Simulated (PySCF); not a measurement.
Gas-phase reaction: 2 SiH2 + SiHF3 ⇌ 2 SiH2F + SiHF

Computed with PySCF (xtb for GFN2) and rigid-rotor harmonic-oscillator thermochemistry at 1 bar. † marks an energy on the PBE0/def2-TZVP geometry and frequencies; other levels use their own. MP2 and CCSD(T) freeze the core. 6-31G* has spherical d functions here. Open shells (unrestricted): SiH2F (multiplicity 2); the rest are closed-shell singlets. GFN2 has no spin-polarisation term. B3LYP is the form with VWN-RPA correlation. SiH2F, SiHF: computed as isolated molecules; such fragments, hydroxides, amides, oligomers or adducts are transient or little studied in the gas. MP2 isn't extrapolated to the basis-set limit; its ΔH°(298 K) is 126.4 kJ in def2-SVP and 129.8 kJ in def2-TZVPP. CCSD(T) isn't extrapolated to the basis-set limit; its ΔH°(298 K) is 144.9 kJ in def2-SVP and 149.8 kJ in def2-TZVPP. The harmonic model lacks anharmonicity and excited electronic states, which grow with temperature; levels with a mode under 35 cm⁻¹ are left out.

```csv
level,"ΔE electronic, kJ","ΔH°(298 K), kJ","ΔS°(298 K), J/K","ΔG°(600 K), kJ"
B3LYP/6-31G*,134,138,46,111
B3LYP/def2-TZVP†,116,120,46,93
CCSD(T)/def2-TZVPP†,146,150,46,123
GFN2-xTB,107,112,44,85
HF/def2-TZVP†,79,83,46,56
M06-2X/def2-TZVP†,131,135,46,108
MP2/def2-TZVPP†,126,130,46,103
PBE/def2-TZVP†,97,100,46,73
PBE0/def2-SVP†,107,111,46,84
PBE0/def2-TZVP,105,108,46,81
r2SCAN/def2-TZVP†,92,96,46,69
```
ΔH° is lowest at HF/def2-TZVP† and highest at CCSD(T)/def2-TZVPP†. No reference value is set beside these.
